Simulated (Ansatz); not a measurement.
```yaml
crystal:
  periodic: [false, false, false]
  atoms:
    - {symbol: Al, position_ang: [-1.197610, 0.003343, -0.108235]}
    - {symbol: N, position_ang: [0.503294, 0.077246, 0.333522]}
    - {symbol: N, position_ang: [1.651404, -0.135648, -0.091610]}
    - {symbol: H, position_ang: [2.116352, 0.722090, -0.464366]}
basis:
  gaussian: {orbitals: def2-TZVP}
hamiltonian: {xc: pbe0}
relax: {f_tol: 0.004, max_steps: 80}
```

```sh
$ ansatz run in.yaml --threads 1 --pin off --events-out ev --progress --plain --max-ram 2176MiB
```

Steps of the relaxation (energy above the last step; positions in Å, forces in eV/Å):

```
4
step 1, 201.0 meV
Al   -1.198    0.003   -0.108   -1.330   -0.048   -0.076
N     0.503    0.077    0.334    2.770    0.065   -0.880
N     1.651   -0.136   -0.092   -1.157   -0.235    0.787
H     2.116    0.722   -0.464   -0.283    0.218    0.169
```

```
4
step 2, 118.0 meV
Al   -1.228   -0.018   -0.085   -0.762   -0.008    0.065
N     0.515    0.114    0.289    1.149   -0.085   -0.528
N     1.649   -0.145   -0.099   -0.340    0.006    0.386
H     2.138    0.716   -0.436   -0.047    0.087    0.077
```

```
4
step 3, 59.9 meV
Al   -1.309   -0.069   -0.020    0.222    0.112    0.149
N     0.514    0.184    0.178   -0.107   -0.327   -0.350
N     1.652   -0.150   -0.113   -0.072    0.383    0.126
H     2.217    0.702   -0.375   -0.042   -0.168    0.075
```

```
4
step 5, 14.5 meV
Al   -1.330    0.000    0.061    0.106   -0.010    0.006
N     0.500    0.047   -0.016    0.585    0.022   -0.062
N     1.711   -0.116   -0.039   -0.982   -0.744    0.302
H     2.193    0.737   -0.338    0.291    0.732   -0.247
```

```
4
step 7, 0.0 meV
Al   -1.324   -0.004    0.072   -0.025   -0.001    0.002
N     0.499    0.054   -0.034    0.056   -0.004   -0.003
N     1.698   -0.128   -0.040   -0.033    0.003    0.001
H     2.202    0.745   -0.329    0.002    0.002   -0.001
```

```
4
step 8, 0.0 meV
Al   -1.325   -0.004    0.073    0.003    0.000    0.000
N     0.499    0.054   -0.035   -0.021    0.004    0.000
N     1.698   -0.128   -0.040    0.015   -0.009    0.002
H     2.202    0.745   -0.328    0.003    0.006   -0.002
```

```
4
step 9, 0.0 meV
Al   -1.325   -0.004    0.073    0.000    0.000    0.000
N     0.499    0.054   -0.035    0.000    0.000    0.000
N     1.697   -0.128   -0.040    0.000    0.000    0.000
H     2.202    0.745   -0.328    0.000    0.000    0.000
```

Close pairs at the end: N3–H4 1.049 Å, N2–N3 1.212 Å, Al1–N2 1.828 Å.

A stationary point of restricted PBE0 after 9 steps (its stability towards spin polarisation wasn't tested); no frequencies were run, so it isn't proven a minimum. 21 s on 1 thread of Arm Neoverse V1, shared host.
